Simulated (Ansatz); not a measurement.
For hcp Mg, B3LYP (VWN-RPA form) in Ansatz (PAW) gives:

```
Quantity                   Result
-------------------  ------------
lattice parameter a       3.218 Å
lattice parameter c       5.131 Å
cohesive energy      0.82 eV/atom
```

Question: What does Hartree–Fock (PAW; Ansatz, an electronic-structure program) give for the same quantities?

Answer: 
- lattice constant a: 3.285 Å (rises by 2.1 %)
- lattice parameter c: 5.280 Å (goes up by 2.9 %)
- cohesive energy: 0.42 eV/atom (drops by 0.40 eV/atom)

For comparison: lattice constant a 3.209 Å (measured, 293 K, no zero-point or thermal correction; as tabulated in Wikipedia's data pages); lattice parameter c 5.210 Å (measured, 293 K, not corrected to a static lattice; as tabulated in Wikipedia's data pages); cohesive energy 1.51 eV/atom (measured, 0 K, copied from a table, unchecked, 0 K, 1 atm; zero-point vibration energy not added; as tabulated in Kittel's textbook).

Changes are worked out from the printed values.

Unless a cell is named, each level is at its own relaxed cell (B3LYP (VWN-RPA form) 23.01, Hartree–Fock 24.67 Å³/atom).

Ansatz's density-functional and Hartree–Fock values are scalar-relativistic unless marked +SOC, with PAW data made under PBE.
